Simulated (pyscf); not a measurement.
A first-order saddle from PySCF, ωB97X-D3(BJ)/def2-SVP:

```xyz
13

Be    -0.1533     0.1758     0.2800
C     -1.9244     0.8139     0.6283
C      0.2634    -0.7320    -1.1004
H     -2.1700     1.2039    -0.3744
H     -2.3764    -0.1907     0.7227
H     -2.4441     1.4554     1.3603
H      1.1255    -1.4024    -0.9301
H     -0.5635    -1.3521    -1.4911
H      0.5604    -0.0632    -1.9326
N      0.5571     0.9935     1.5657
H     -0.7273     1.1940     1.2792
H      0.6690     0.5447     2.4739
H      1.3268     1.6458     1.4222
```
Charge 0, spin multiplicity 1.

Surface: singlet, charge 0. Lowest wavenumbers (cm⁻¹): 1508i, 25, 109, 174, 198.

Task: Which two sides does it connect, and which bonds change?

Result: H₃C–Be–CH₃ (SMILES [CH3][Be][CH3]) + NH₃ (SMILES N) <-> H₃C–Be–NH₂ (SMILES [CH3][Be][NH2]) + CH₄ (SMILES C), a four-centre exchange read from left to right: Be–C, H–N broken and Be–N, C–H formed. At CCSD(T)/def2-TZVPP + ΔMP2(QZVPP) it lies +12.9 kcal/mol from the left side and +37.4 kcal/mol from the right (each side as separated species at their lowest minima found). On the reactant side the descent ends in an adduct with a Be–N contact (not fully relaxed), 19.1 kcal/mol under the separated species and 30.9 kcal/mol under the saddle at ωB97X-D3(BJ)/def2-TZVP. What is counted as formed (Be–N) is already present as a longer contact in the reactant adduct; forming that adduct is a step of its own. At the saddle there is also a short Be–H contact that neither side keeps. One saddle was located; it need not be the lowest between these sides. The CCSD(T) − MP2 part came from Ansatz, without density fitting, on the same reference.
